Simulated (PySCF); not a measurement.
Gas-phase reaction: 2 CH₃CF₃ + 2 CH₃ = 3 CH₂F₂ + 3 CH₂

Energies from PySCF (xtb for GFN2), thermal terms from the rigid-rotor harmonic-oscillator model, ideal gas at 1 bar. † marks an energy on the PBE0/def2-TZVP geometry and frequencies; other levels use their own. 6-31G* has spherical d functions here. Open shells (unrestricted): CH₃ (multiplicity 2), CH₂ (multiplicity 3); the rest are closed-shell singlets. GFN2 has no spin-polarisation term. B3LYP is the form with VWN-RPA correlation. The harmonic model lacks anharmonicity and excited electronic states, which grow with temperature; levels with a mode under 35 cm⁻¹ are left out. Internal rotation in CH₃CF₃ is treated as a harmonic vibration of one conformer, which makes the entropy rough.

ΔH° and ΔS° at 298 K: B3LYP/def2-TZVP† 1003 kJ, 364 J/K; GFN2-xTB 1293 kJ, 353 J/K; HF/6-31G* 781 kJ, 362 J/K.

### Question
With the heat capacities included, give log10 K (1 bar) at 800, 1000, 1600, 1800, 2000 K from B3LYP/def2-TZVP†, GFN2-xTB, HF/6-31G*.

### Answer
```csv
T (K),B3LYP/def2-TZVP†,GFN2-xTB,HF/6-31G*
800,-46.7,-66.2,-32.3
1000,-33.8,-49.4,-22.3
1600,-14.5,-24.5,-7.4
1800,-11.0,-19.9,-4.7
2000,-8.2,-16.3,-2.6
```
